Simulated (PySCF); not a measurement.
B3LYP has the VWN-RPA correlation part, as in Gaussian. Delta-SCF ions had no search for a lower state. Excitations are Tamm–Dancoff values on a coarser integration grid. The basis has no diffuse functions, so Rydberg states are missing or too high.

C$_{2}$H$_{6}$O, SMILES `COC` (charge 0, multiplicity 1)

These are PySCF with B3LYP-D3(BJ)/def2-TZVP // B3LYP-D3(BJ)/def2-SVP values and carry that method's errors.

```
Item                                                                Value
-------------------------------------------  ----------------------------
HOMO                                                             -7.21 eV
dipole moment                                                      1.19 D
HOMO–LUMO gap                                                     8.22 eV
LUMO                                                              1.01 eV
S1 excitation (TDA)                                               7.13 eV
S1 oscillator strength                                              0.063
brightest of the four lowest singlets (TDA)                       7.13 eV
T1 excitation (TDA)                                               6.88 eV
S1–T1 gap (TDA)                                                   0.25 eV
vertical ionisation energy (Delta-SCF)                            9.95 eV
total energy                                                 -155.1000 Ha
cost                                         very roughly 70 core-seconds
```

Bonded distances (Å): C1–O2 1.400, C1–H4 1.110, C1–H5 1.110, C1–H6 1.100, O2–C3 1.400, C3–H7 1.110, C3–H8 1.110, C3–H9 1.100. Bond angles (°): O2–C1–H4 112.1, O2–C1–H5 112.1, O2–C1–H6 108.0, H4–C1–H5 107.6, H4–C1–H6 108.5, H5–C1–H6 108.5, C1–O2–C3 113.2, O2–C3–H7 112.1, O2–C3–H8 112.1, O2–C3–H9 108.0, H7–C3–H8 107.6, H7–C3–H9 108.5, H8–C3–H9 108.5.
Charge 0, spin multiplicity 1.
